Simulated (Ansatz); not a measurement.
Born–Oppenheimer molecular dynamics of H$_{6}$OSSi (9 atoms, charge 0, multiplicity 1). It starts at the highest image of a converged band. Of that band: Neighbouring images differ by up to 1.4 eV, so the band resolves the path poorly. A vibrational analysis at the climbing image gives one clearly imaginary mode, 1014i cm⁻¹: a first-order saddle point.

Computed with RKS PBE-D4/def2-SVP in Ansatz.

```
ensemble                      : NVE (velocity Verlet)
time step                     : 0.5 fs
steps asked                   : 200
starting velocities drawn for : 100 K
seed                          : 11730
```

Frames 0.5 fs apart, positions in Å.

Velocities at 30 fs (Å/ps):

```
Si -7.17 -9.17 -4.83
H 10.86 -31.63 11.61
O 0.90 2.35 5.42
H 4.64 12.19 -7.84
H 11.59 11.40 -0.25
H 0.32 12.00 -42.36
S 3.55 4.09 2.13
H 14.70 16.37 -18.61
H 30.25 67.74 38.32
```

```xyz
9
Properties=species:S:1:pos:R:3 time_fs=30 energy_less_start_eV=-0.826 T=1014
Si 0.165 0.065 0.010
H -0.098 -0.141 1.531
O 1.798 -0.071 -0.622
H 1.785 -0.997 -0.975
H -0.712 1.115 -0.617
H -0.389 -1.254 -0.618
S 1.321 2.143 1.103
H 2.510 1.494 1.222
H 0.750 1.466 2.283
9
Properties=species:S:1:pos:R:3 time_fs=30.5 energy_less_start_eV=-0.862 T=1053
Si 0.161 0.060 0.007
H -0.092 -0.157 1.536
O 1.798 -0.069 -0.619
H 1.787 -0.990 -0.979
H -0.707 1.120 -0.617
H -0.389 -1.248 -0.639
S 1.323 2.145 1.105
H 2.518 1.502 1.212
H 0.766 1.501 2.300
9
Properties=species:S:1:pos:R:3 time_fs=31 energy_less_start_eV=-0.905 T=1100
Si 0.158 0.055 0.005
H -0.087 -0.173 1.538
O 1.798 -0.068 -0.616
H 1.790 -0.982 -0.983
H -0.701 1.126 -0.617
H -0.389 -1.241 -0.659
S 1.325 2.147 1.106
H 2.525 1.510 1.203
H 0.784 1.539 2.314
9
Properties=species:S:1:pos:R:3 time_fs=31.5 energy_less_start_eV=-0.951 T=1150
Si 0.154 0.051 0.003
H -0.082 -0.189 1.539
O 1.799 -0.067 -0.613
H 1.794 -0.973 -0.987
H -0.695 1.131 -0.616
H -0.388 -1.233 -0.679
S 1.327 2.150 1.107
H 2.532 1.517 1.194
H 0.805 1.579 2.324
9
Properties=species:S:1:pos:R:3 time_fs=32 energy_less_start_eV=-0.996 T=1200
Si 0.150 0.046 0.000
H -0.076 -0.205 1.537
O 1.798 -0.066 -0.610
H 1.798 -0.964 -0.991
H -0.689 1.137 -0.614
H -0.388 -1.225 -0.698
S 1.328 2.152 1.109
H 2.539 1.525 1.186
H 0.828 1.622 2.331
9
Properties=species:S:1:pos:R:3 time_fs=32.5 energy_less_start_eV=-1.037 T=1245
Si 0.147 0.041 -0.003
H -0.071 -0.222 1.533
O 1.798 -0.065 -0.607
H 1.802 -0.955 -0.996
H -0.684 1.142 -0.612
H -0.387 -1.216 -0.716
S 1.330 2.154 1.111
H 2.546 1.532 1.177
H 0.853 1.665 2.336
9
Properties=species:S:1:pos:R:3 time_fs=33 energy_less_start_eV=-1.070 T=1282
Si 0.143 0.035 -0.005
H -0.066 -0.238 1.526
O 1.798 -0.064 -0.604
H 1.807 -0.947 -1.001
H -0.678 1.147 -0.610
H -0.387 -1.208 -0.733
S 1.332 2.156 1.112
H 2.552 1.540 1.169
H 0.879 1.710 2.339
9
Properties=species:S:1:pos:R:3 time_fs=33.5 energy_less_start_eV=-1.093 T=1307
Si 0.140 0.030 -0.008
H -0.061 -0.254 1.517
O 1.797 -0.063 -0.601
H 1.812 -0.939 -1.008
H -0.673 1.152 -0.606
H -0.387 -1.199 -0.750
S 1.333 2.158 1.114
H 2.557 1.547 1.161
H 0.905 1.755 2.341
9
Properties=species:S:1:pos:R:3 time_fs=34 energy_less_start_eV=-1.106 T=1322
Si 0.137 0.025 -0.011
H -0.056 -0.270 1.506
O 1.797 -0.062 -0.597
H 1.818 -0.933 -1.015
H -0.667 1.156 -0.603
H -0.387 -1.191 -0.766
S 1.335 2.160 1.116
H 2.562 1.554 1.154
H 0.933 1.800 2.343
9
Properties=species:S:1:pos:R:3 time_fs=34.5 energy_less_start_eV=-1.112 T=1328
Si 0.134 0.020 -0.013
H -0.051 -0.286 1.492
O 1.796 -0.061 -0.594
H 1.825 -0.928 -1.023
H -0.662 1.160 -0.598
H -0.388 -1.183 -0.782
S 1.337 2.163 1.118
H 2.567 1.561 1.147
H 0.961 1.845 2.346
9
Properties=species:S:1:pos:R:3 time_fs=35 energy_less_start_eV=-1.113 T=1331
Si 0.130 0.015 -0.016
H -0.047 -0.301 1.478
O 1.795 -0.059 -0.590
H 1.831 -0.923 -1.032
H -0.658 1.164 -0.593
H -0.389 -1.175 -0.798
S 1.339 2.165 1.119
H 2.570 1.568 1.141
H 0.989 1.889 2.352
9
Properties=species:S:1:pos:R:3 time_fs=35.5 energy_less_start_eV=-1.117 T=1335
Si 0.127 0.009 -0.019
H -0.043 -0.316 1.461
O 1.794 -0.058 -0.586
H 1.838 -0.919 -1.041
H -0.653 1.168 -0.588
H -0.390 -1.168 -0.813
S 1.341 2.167 1.121
H 2.573 1.575 1.135
H 1.016 1.933 2.361
```

Of the whole run (100 fs, mean temperature of the second half 1567 K): The conserved energy stayed within 0.13 meV per atom of its start (net change -0.039 meV per atom), so the integration is sound. The kinetic energy rose, since the run started high on the potential surface and went downhill. It ends in pieces (H2S + H4OSi), so much of that is their flight and rotation, not heat. A run of 0.1 ps of so small a system gives no equilibrium averages. The orbitals stay closed-shell, which can raise the energy where a bond breaks towards radicals; this wasn't checked here.

Time of the run: 6 min on 1 thread of Arm Neoverse V2, with other jobs on the host, peak memory 0.14 GiB.
